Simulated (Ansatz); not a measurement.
Results of PBE (plane waves, PAW; Ansatz, an electronic-structure program) for anatase TiO2 (metastable phase).

Numerical settings: plane-wave cutoff 520 eV, 10×10×10 k mesh, no spin polarisation, scalar-relativistic PAW data made under PBE.

Cell (relaxed at this level):

```
TiO2
1.0
   -1.89950     1.89950     4.85031
    1.89950    -1.89950     4.85031
    1.89950     1.89950    -4.85031
Ti O
2 4
Direct
  0.75000   0.25000   0.50000
  0.00000   0.00000   0.00000
  0.54354   0.04354   0.50000
  0.79354   0.79354   0.00000
  0.20646   0.20646   0.00000
  0.95646   0.45646   0.50000
```

Problem. What does this level give for the elastic constant C44, elastic constant C13, elastic constant C11, Young modulus, elastic constant C12, elastic constant C33 and elastic constant C66?

Solution. 
elastic constant C44: 48.1 GPa
elastic constant C13: 141 GPa
elastic constant C11: 320 GPa
Young modulus: 152 GPa
elastic constant C12: 150 GPa
elastic constant C33: 190 GPa
elastic constant C66: 59.5 GPa

Elastic constants are with the ions relaxed.

Static lattice: no zero-point or thermal effects.
